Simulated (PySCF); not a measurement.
# A basis-limit estimate, worked out

An elementary step of BH5SO, closed shell (BH₃S ([BH2][SH]) + H₂O → BH₃O ([BH2][OH]) + H₂S; B–S, H–O broken or loosened, B–O, S–H formed or tightened). “Start” and “end” are the PBE0-D4/def2-TZVP structures reached by relaxing down either side of its saddle point, with the molecules still in contact.

PySCF 2.14 with density fitting (its default auxiliary sets; JK sets also for MP2 and CCSD(T)); basis: def2-TZVPP and def2-QZVPP; cores frozen in the correlated methods.

Energies in eV:

| quantity | end | start |
| --- | --- | --- |
| Hartree–Fock, triple zeta (X = 3) | -13607.83930 | -13607.18688 |
| Hartree–Fock, quadruple zeta (X = 4) | -13608.29040 | -13607.62849 |
| MP2 correlation, X = 3 | -14.83017 | -15.26103 |
| MP2 correlation, X = 4 | -15.97784 | -16.43891 |
| CCSD(T) correlation, X = 3 | -16.54296 | -16.90433 |

Work out the step energy at the basis limit: extrapolate Hartree–Fock as E(X) = E∞ + A exp(−7.88 √X) and the MP2 correlation as E(X) = E∞ + B X^−2.97 (the exponents that Neese and Valeev fitted for def2-TZVPP and QZVPP), then add CCSD(T) − MP2 in triple zeta.

Each step is linear, so take the differences first (end − start): Hartree–Fock -0.65242 (X = 3) and -0.66191 (X = 4); MP2 correlation 0.43086 and 0.46107; CCSD(T) correlation 0.36137.
Two points give E∞ = E(4) + w [E(4) − E(3)], with w = 1/(exp(7.88 (2 − √3)) − 1) = 0.1377 for Hartree–Fock and w = 1/((4/3)^2.97 − 1) = 0.7407 for the correlation.
Hartree–Fock: -0.66191 + 0.1377 × (-0.00949) = -0.6632 eV.
MP2 correlation: 0.46107 + 0.7407 × 0.03021 = 0.4834 eV.
CCSD(T) − MP2: 0.36137 − 0.43086 = -0.0695 eV.
Sum: -0.6632 + 0.4834 + (-0.0695) = -0.2493 eV, or -5.75 kcal/mol. Plain CCSD(T) in triple zeta gives -0.2910 eV, so the larger basis shifts the result by 0.0417 eV.

T1 diagnostic: at most 0.013.

Labels in which every atom is bracketed show which atoms are joined, not bond orders.

For scale, one of the runs: CCSD(T)/def2-TZVPP, 174 basis functions, launched by `OMP_NUM_THREADS=4 python run.py`. Time: 2.9 min of wall clock on 4 CPU threads of an Arm Neoverse V1; the host was shared. Peak host memory: 1.5 GiB.
